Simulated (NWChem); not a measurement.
# UMN12-L/6-31G(d) (density fitting, Cartesian functions) run of SiH (SMILES [SiH])

What is the energy change on altering one bond length of SiH at UMN12-L/6-31G* (density fitting, Cartesian functions)? 

The results are computed with NWChem 7.3.0.

4 further runs of the same task are left out: 4 set aside as unsound or not needed.

## 1. The system as given

The species is SiH (2 atoms), meant as a doublet with charge 0. SMILES: `[SiH]`. The coordinates come from a GFN2-xTB relaxation.

Bond lengths: Si1–H2 1.517 Å.

## 2. Energy and one-electron properties at UMN12-L/6-31G(d) (density fitting, Cartesian functions)

hsi.nw reads:

```
start hsi
title "HSi"
memory stack 880 mb heap 220 mb global 1100 mb

geometry units angstrom noautosym nocenter noautoz
   Si    0.000000    0.000000    0.000000
   H     0.000000    0.000000    1.516560
end

basis cartesian
   * library 6-31G*
end

basis "cd basis" spherical
   * library "dgauss a2 dft coulomb fitting"
end

dft
   xc mn12-l
   mult 2
   grid medium
   maxiter 150
end

property
   mulliken
   esp
   efieldgrad
   efield
end

task dft property
```

Launch:

```bash
$ nwchem hsi.nw > hsi.out
```

Log:

```text
[...]
          Wavefunction type:  spin polarized.
          No. of atoms     :     2
          No. of electrons :    15
[...]
          Charge           :     0
          Spin multiplicity:     2
[...]
          AO basis - number of functions:    21
[...]
              XC Information
              --------------
                       MN12-L Method XC Functional
                        MN12-L Exchange Functional  1.000
                      MN12-L Correlation Potential  1.000
[...]
 d= 0,ls=0.0,diis     1   -289.9575404365 -2.95D+02  4.93D-02  3.73D-02     0.2
[...]
 d= 0,ls=0.5,diis    10   -289.9730032904 -3.60D-08  7.47D-06  1.03D-08     1.2
[...]
         Total DFT energy =     -289.973003301619
      One electron energy =     -410.588857383344
           Coulomb energy =      136.837970270939
    Exchange-Corr. energy =      -21.107172821327
 Nuclear repulsion energy =        4.885056632112
[...]
      <S2> =      0.7559 (Exact =     0.7500)
[...]
```

Run time: 1.9 s. Hardware: 1 thread of Intel Xeon Platinum 8488C (Sapphire Rapids), shared host; peak memory 0.11 GiB.

Atomic charges (e):

| atom | Mulliken |
| --- | --- |
| Si1 | +0.126 |
| H2 | -0.126 |

## 3. The distorted shape at the same level

test.nw reads:

```
start test
title "HSi MN12-L"
memory stack 880 mb heap 220 mb global 1100 mb
charge 0

geometry units angstroms noautosym nocenter noautoz
  Si    -0.014770    -0.007544    -0.014498
  H     -0.008776     0.015561     1.539600
end

basis
  * library 6-31G*
end

basis "cd basis" spherical
  * library "dgauss a2 dft coulomb fitting"
end

dft
  xc mn12-l
  mult 2
  grid medium
  iterations 150
end

property
  mulliken
  esp
  efieldgrad
  efield
end

task dft property
```

Launch:

```bash
$ nwchem test.nw > test.out
```

Log:

```text
[...]
          Wavefunction type:  spin polarized.
          No. of atoms     :     2
          No. of electrons :    15
[...]
          Charge           :     0
          Spin multiplicity:     2
[...]
          AO basis - number of functions:    21
[...]
              XC Information
              --------------
                       MN12-L Method XC Functional
                        MN12-L Exchange Functional  1.000
                      MN12-L Correlation Potential  1.000
[...]
 d= 0,ls=0.0,diis     1   -289.9571641835 -2.95D+02  4.93D-02  3.76D-02     0.3
[...]
 d= 0,ls=0.5,diis    10   -289.9728762579 -4.45D-08  7.57D-06  1.09D-08     1.3
[...]
         Total DFT energy =     -289.972876272800
      One electron energy =     -410.342386178950
           Coulomb energy =      136.700930550559
    Exchange-Corr. energy =      -21.097920428707
 Nuclear repulsion energy =        4.766499784298
[...]
      <S2> =      0.7562 (Exact =     0.7500)
[...]
```

It took 2 s on 1 thread of Intel Xeon Platinum 8488C (Sapphire Rapids), shared host; peak memory 0.11 GiB.

Atomic charges (e):

| atom | Mulliken |
| --- | --- |
| Si1 | +0.131 |
| H2 | -0.131 |

## 4. Summary of results

At UMN12-L/6-31G* (density fitting, Cartesian functions):

| quantity | value |
| --- | --- |
| first shape: total energy | -289.97300 Eh |
| first shape: dipole moment | 0.50 D |
| first shape: HOMO energy (highest over α and β) | -5.14 eV |
| first shape: LUMO energy (lowest over α and β) | -4.97 eV |
| first shape: ⟨S²⟩ | 0.756 |
| distorted shape: total energy | -289.97288 Eh |
| distorted shape: dipole moment | 0.39 D |
| distorted shape: HOMO energy (highest over α and β) | -5.15 eV |
| distorted shape: LUMO energy (lowest over α and β) | -4.98 eV |
| distorted shape: ⟨S²⟩ | 0.756 |
| energy change with the Si1–H2 bond stretched from 1.517 to 1.554 Å | 0.003 eV |

What this shows: With the Si1–H2 bond stretched from 1.517 to 1.554 Å the energy rises by 0.00 eV (0.3 kJ/mol). The first shape isn't relaxed at this level, so the change isn't measured from a minimum.
